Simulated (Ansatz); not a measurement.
Ansatz (a quantum-chemistry and plane-wave program) input (B3LYP-D3(BJ)/def2-TZVP):

Ansatz 0.2 input:
```yaml
crystal:
  periodic: [false, false, false]
  atoms:
    - {symbol: C, position_ang: [-0.29918556, 0.05488461, -0.00129448]}
    - {symbol: C, position_ang: [0.82513341, -0.62055902, -0.02473997]}
    - {symbol: F, position_ang: [-1.55298920, -0.65928616, -0.03429454]}
    - {symbol: H, position_ang: [-0.61452161, 1.13469279, 0.04096808]}
    - {symbol: H, position_ang: [1.68829148, 0.10859733, 0.00758613]}
basis:
  gaussian:
    orbitals: def2-TZVP
hamiltonian:
  xc: b3lyp
  dispersion: d3bj
total_charge: -1
relax: {f_tol: 0.002, max_steps: 150}
```

End of the output:

```
relax step   9: F+E_penalty+E_count = -4823.60643783 eV  Δ(F+E_penalty+E_count) = -3.338e-7 eV  max|allowed force component| = 7.174e-4 eV/Å  Δτ_max = 0.0001 Å  (34 SCF iters, accepted)
integrals: 0.02 GiB planned
604 factors; their error is unknown
mean field: 0.25 GiB planned
mean field evaluation 96: about -4823.5159 eV, gradient 2.6e-4 eV
mean field -4823.51591611 eV, -177.2609404204 hartree, gradient 1.0e-5 eV, S^2 0.000000; 1 other end points of the search recorded, 0 dependent functions left out
the calculation of the forces begins
reference -4823.51609134 eV, -177.2609468602 hartree; 12, 12 occupied and 93, 93 virtual orbitals, 604 factors
Total energy: -4823.60661307 eV, -177.2642734722 hartree
Atom 0 at    -0.295534     0.039635    -0.001944 Å, force    -0.000429     0.000717     0.000029 eV/Å
Atom 1 at     0.840100    -0.616438    -0.024467 Å, force     0.000230    -0.000421    -0.000018 eV/Å
Atom 2 at    -1.573982    -0.639674    -0.033594 Å, force    -0.000152    -0.000195    -0.000008 eV/Å
Atom 3 at    -0.573614     1.098450     0.039683 Å, force     0.000148    -0.000250    -0.000010 eV/Å
Atom 4 at     1.649759     0.136357     0.008547 Å, force     0.000203     0.000149     0.000008 eV/Å
Dipole moment:    -0.528087     0.550716     0.020350 e Å
```

It need not be the lowest isomer of its formula. Whether it binds its extra electron was not tested at this geometry.
